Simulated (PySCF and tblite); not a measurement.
Results of a calculation; reference values are marked as such.
Stationary points of C4H5OS (charge -1) at GFN2-xTB, in Å:

Structure A

```
 1 C     1.683   -0.088    0.567
 2 C     1.198    0.850   -0.235
 3 O    -0.033    0.955   -0.748
 4 C    -0.928   -0.140   -0.596
 5 C    -1.996    0.077    0.187
 6 S    -0.589   -1.548   -1.477
 7 H     1.092   -0.937    0.860
 8 H     2.703   -0.046    0.908
 9 H     1.804    1.700   -0.545
10 H    -2.755   -0.677    0.297
11 H    -2.128    1.012    0.710
```

Structure B

```
 1 C     1.997   -0.146    0.623
 2 C     1.203    0.615   -0.109
 3 O    -0.118    0.796    0.137
 4 C    -1.014   -0.154   -0.402
 5 C    -2.285   -0.052    0.017
 6 S    -0.418   -1.280   -1.528
 7 H     1.606   -0.749    1.425
 8 H     3.050   -0.222    0.412
 9 H     1.596    1.205   -0.939
10 H    -3.037   -0.712   -0.371
11 H    -2.579    0.697    0.736
```

Structure C

```
 1 C     2.216    0.244    0.817
 2 C     1.189    0.110   -0.016
 3 O    -0.082    0.161    0.387
 4 C    -1.117    0.010   -0.560
 5 C    -2.353    0.080   -0.039
 6 S    -0.757   -0.235   -2.202
 7 H     2.075    0.402    1.873
 8 H     3.226    0.196    0.451
 9 H     1.329   -0.050   -1.085
10 H    -3.217   -0.022   -0.669
11 H    -2.504    0.239    1.017
```

Geometries: GFN2-xTB; energies: PBE0/pcSseg-1 + D3(BJ); zero-point and thermal terms from GFN2-xTB harmonic modes (soft modes blended into free rotors).

Q: Which structure is a saddle point, and along which motion?

A: B: one imaginary mode (192i cm⁻¹ at GFN2-xTB, mostly on H9, C2, H7), along the rotation about the C2–O3 bond (torsion C1–C2–O3–C4 from -180° to -10°, rising).

Q: Give their symmetry and energies above the lowest.

A: A C1, 6.2 kcal/mol; B C1, 10.4 kcal/mol; C Cs, 0.0 kcal/mol.

The ion is treated without a counter-ion.
